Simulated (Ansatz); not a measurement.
# AlBH₂+ (quartet): from Hartree-Fock to the top rungs, cc-pVTZ

Aim: climb from Hartree-Fock through coupled cluster for AlBH₂+ (quartet) at one geometry and basis, and see what each rung misses.

The runs use Ansatz 0.2.0, Gaussian basis; cc-pVTZ, core rule «outside noble gas», up to 6 orbitals frozen.

Plan: UHF; CCSD(T) on ROHF; CCSD(T) on UHF; BCCD(T) on ROHF; CCSDT(Q) on ROHF; CCSDT(Q) on UHF.

10 further runs of the same task are left out: 4 for a known fault of the program, 6 set aside as unsound or not needed. Runs told in other sessions of the task aren't counted.

## (1) What is computed

The geometry is a PBE0/def2-TZVP stationary point (not a proven minimum) of the parent state, kept for this charge and spin.

4 atoms, charge 1, spin multiplicity 4.

Atoms are counted from 1 here; the program's logs count them from 0.

Bond lengths: B1–Al2 1.909 Å, B1–H3 1.183 Å, Al2–H4 1.571 Å. Angles: Al2–B1–H3 180.0°, B1–Al2–H4 180.0°.

## (2) UHF

in.yaml reads:

```yaml
crystal:
  periodic: [false, false, false]
  atoms:
    - {symbol: B, position_ang: [0.000000, 0.000000, 1.051329]}
    - {symbol: Al, position_ang: [0.000000, 0.000000, -0.857484]}
    - {symbol: H, position_ang: [0.000000, 0.000000, 2.234417]}
    - {symbol: H, position_ang: [0.000000, 0.000000, -2.428262]}
basis:
  gaussian: {orbitals: cc-pVTZ}
total_charge: 1
magnetization: {spin_polarized: true, initial_magnetization: 3}
hamiltonian: {xc: hf}
output: {orbitals: {seedname: orbitals}}
```

The run is started by

```sh
> ansatz run in.yaml --threads 1 --pin off --events-out ev --progress --plain --max-ram 2816MiB --backend cpu
```

Further steps of the session: CCSD(T) on ROHF; CCSD(T) on UHF; BCCD(T) on ROHF; CCSDT(Q) on ROHF; CCSDT(Q) on UHF.

**Question.** What will the summary of the whole plan be? Wanted: UCCSDT(Q) from the RHF energy; RMP2 from UCCSDT(Q); UMP2 from UCCSDT(Q); RCCSD from UCCSDT(Q); RCCSD(T) from UCCSDT(Q); UCCSD(T) from UCCSDT(Q); RCCSDT(Q) from UCCSDT(Q); T1 diagnostic.

As calculated:

```
                         quantity                      value
    UCCSDT(Q) from the ROHF energy                 -3.8981 eV
              RMP2 from UCCSDT(Q)                +1050.1 meV
              UMP2 from UCCSDT(Q)                +1038.9 meV
             RCCSD from UCCSDT(Q)                 +195.4 meV
          RCCSD(T) from UCCSDT(Q)                  +55.8 meV
          UCCSD(T) from UCCSDT(Q)                  +53.6 meV
         RCCSDT(Q) from UCCSDT(Q)                   +2.8 meV
levels within 1 kcal/mol (43 meV)  RCCSDT, UCCSDT, RCCSDT(Q)
                    T1 diagnostic                      0.054
```

RCCSD(T) lands +55.8 meV from the yardstick (1.4 % of the correlation energy). These misses are within one basis, not against nature; the frozen cores of restricted and unrestricted runs differ, which can shift their rows.
